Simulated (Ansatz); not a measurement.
A made-up structure of CH3OSi, doublet:

```json
{"atom": "C1", "x (Å)": "0.0353", "y (Å)": "-0.2159", "z (Å)": "-0.6831"}
{"atom": "O2", "x (Å)": "-0.9371", "y (Å)": "-0.5596", "z (Å)": "0.3628"}
{"atom": "Si3", "x (Å)": "-0.2045", "y (Å)": "0.8858", "z (Å)": "0.7487"}
{"atom": "H4", "x (Å)": "-1.5347", "y (Å)": "-1.0427", "z (Å)": "0.9548"}
{"atom": "H5", "x (Å)": "0.8546", "y (Å)": "-0.9284", "z (Å)": "-0.7504"}
{"atom": "H6", "x (Å)": "0.6762", "y (Å)": "0.7976", "z (Å)": "1.9615"}
```

It is relaxed with PBE-D4/def2-SVP and then PBE0-D4/def2-TZVP (Ansatz 0.2.0). Atoms count as bonded within 1.22 times the sum of their covalent radii (H–H: 0.88 Å). The end point is not checked to be a true minimum.

**Question.** Does its bonding change? (A judgement: the text doesn't fix the answer.)

**Answer.** By the calculation: Yes. Formed: none; broken: O2–Si3.

Where it ends: The first stage lowers the energy by 3.39 eV in 27 steps. It ends as CH₃OSi ([OH][CH][SiH]):
```csv
atom,x (Å),y (Å),z (Å)
C1,0.0025,-0.3108,-0.2122
O2,-0.8688,-1.1865,0.2700
Si3,0.7047,1.1561,0.6763
H4,-1.0726,-0.9164,1.1801
H5,0.2583,-0.5806,-1.2383
H6,-0.1343,0.7750,1.9185
```

Labels in which every atom is bracketed show which atoms are joined, not bond orders.

For scale, one of the runs: PBE0-D4/def2-TZVP relaxation, 117 basis functions, launched by `ansatz run in.yaml --threads 2 --pin off --events-out ev --progress --plain --max-ram 4352MiB`. Hardware: 2 CPU threads of an Arm Neoverse V1, shared host. Wall time about 23 s.
